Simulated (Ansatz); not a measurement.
Input file:

```yaml
crystal:
  periodic: [false, false, false]
  atoms:
    - {symbol: B, position_ang: [-0.018616, 0.378352, 2.669677]}
    - {symbol: Al, position_ang: [-0.019449, -0.325542, 0.665375]}
    - {symbol: Si, position_ang: [0.028515, 0.123534, -1.650374]}
    - {symbol: H, position_ang: [-0.074262, 1.214085, -0.459489]}
basis:
  gaussian: {orbitals: cc-pVDZ}
magnetization: {spin_polarized: false, initial_magnetization: 1}
correlation: {method: sc_nevpt2, electrons: outside_noble_gas, active_space: {window: {electrons: 9, orbitals: 9}}}
```

```sh
$ ansatz run in.yaml --threads 1 --pin off --events-out ev --progress --plain --max-ram 2393MiB
```

The program prints:

```
544 factors; integrals over basis functions are off by at most 1.1e-3 eV
mean field evaluation 1: about -15122.1470 eV, gradient 1.7e1 eV
mean field evaluation 2: about -15122.1743 eV, gradient 1.7e1 eV
mean field evaluation 4: about -15124.8219 eV, gradient 4.7e0 eV
mean field evaluation 8: about -15125.0644 eV, gradient 9.1e-1 eV
mean field evaluation 16: about -15125.6158 eV, gradient 1.5e0 eV
mean field evaluation 32: about -15121.9749 eV, gradient 1.6e1 eV
mean field evaluation 64: about -15125.1034 eV, gradient 4.6e0 eV
mean field evaluation 96: about -15126.2782 eV, gradient 5.6e-1 eV
mean field evaluation 128: about -15123.8192 eV, gradient 2.9e0 eV
mean field evaluation 160: about -15126.1584 eV, gradient 1.7e0 eV
mean field evaluation 192: about -15125.2322 eV, gradient 1.3e0 eV
mean field evaluation 224: about -15124.9700 eV, gradient 1.4e0 eV
mean field evaluation 256: about -15125.0251 eV, gradient 1.6e-4 eV
mean field -15126.29366062 eV, -555.8810390577 hartree, gradient 2.6e-6 eV, S^2 0.750000; 20 other end points of the search recorded, 0 dependent functions left out
reference -15126.29366062 eV, -555.8810390577 hartree; 17, 16 occupied and 38, 39 virtual orbitals, 544 factors
state -15128.60017038 eV, -555.9658017279 hartree
state -15128.60017038 eV, -555.9658017279 hartree; corrected -15132.18946556 eV, -556.0977058928 hartree
Total energy: -15132.18946556 eV, -556.0977058928 hartree
```

Natural occupations: 1.9793 1.9698 1.8995 1.5834 1.0189 0.4073 0.0777 0.0445 0.0197.

Ran on 1 thread of Arm Neoverse V2, shared host: 14 s wall, 0.12 GiB peak host memory.
